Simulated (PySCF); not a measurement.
# Broadened absorption spectrum of C2H6O

Compound: C₂H₆O.
Atom-mapped SMILES: `[CH3:1][O:2][CH3:3]` (hydrogens: H4, H5, H6 on C1; H7, H8, H9 on C3)

Method used: TDDFT CAM-B3LYP/aug-cc-pVTZ, vertical, gas phase, core orbitals frozen in the response in PySCF 2.14.0, density-fitted response routines. Geometry: PBE0-D3(BJ)/def2-TZVP; no solvent, vibrations or thermal averaging.

Computed states:

| state | E (eV) | f |
| --- | --- | --- |
| S1 | 6.58 | 0.028 |
| S2 | 7.33 | 0.023 |
| S3 | 7.34 | 0.0000 |
| S4 | 7.51 | 0.027 |
| S5 | 7.79 | 0.0028 |
| S6 | 8.25 | 0.0000 |
| S7 | 8.34 | 0.016 |
| S8 | 8.38 | 0.029 |
| S9 | 8.84 | 0.0054 |
| S10 | 8.98 | 0.0011 |

Each state is given a Gaussian of 0.5 eV full width at half maximum, with ε(max) = 2.175×10⁸ f / Δν̃ (Δν̃ the width in cm⁻¹). The width is an assumption, not a result. The curve ends short of the highest state used, and states not computed would add to its high-energy end.

(1) What does the envelope look like, and where are its maxima?

(2) On this curve, what absorbance would a 10⁻⁵ mol/L sample give at 193 nm over a 1 cm path?

(3) Coming from long wavelengths, where does ε first pass 100 L mol⁻¹ cm⁻¹?

## Answers

(1) 
| λ (nm) | ε (L mol⁻¹ cm⁻¹) |
| --- | --- |
| 148.0 | 2438 |
| 149.9 | 2207 |
| 151.7 | 1647 |
| 153.6 | 1044 |
| 155.4 | 706 |
| 157.3 | 679 |
| 159.1 | 935 |
| 161.0 | 1407 |
| 162.8 | 1916 |
| 164.7 | 2352 |
| 166.5 | 2537 |
| 168.4 | 2436 |
| 170.2 | 2103 |
| 172.1 | 1623 |
| 173.9 | 1175 |
| 175.8 | 820 |
| 177.6 | 650 |
| 179.5 | 654 |
| 181.3 | 803 |
| 183.2 | 1046 |
| 185.0 | 1281 |
| 186.9 | 1456 |
| 188.7 | 1505 |
| 190.6 | 1420 |
| 192.4 | 1237 |
| 194.3 | 983 |
| 196.1 | 734 |
| 198.0 | 501 |
| 199.8 | 326 |
| 201.7 | 194 |
| 203.5 | 112 |
| 205.4 | 59 |
| 207.2 | 30 |
| 209.1 | 14 |
| 210.9 | 7 |
| 212.8 | 3 |

Maxima: 188 nm (6.58 eV), ε about 1500, made up of S1 (100%); 167 nm (7.43 eV), ε about 2500, made up of S2 (44%) and S4 (55%); 148 nm (8.37 eV), ε about 2400, made up of S7 (35%) and S8 (63%) (ε in L mol⁻¹ cm⁻¹; maxima over ε = 5, shares over 10%).

(2) 193 nm is 6.424 eV, where ε is about 1200 L mol⁻¹ cm⁻¹, so A = ε c l ≈ 0.012 (Beer–Lambert, with the gas-phase spectrum and the assumed width).

(3) At about 204 nm (6.08 eV), 0.49 eV below S1.
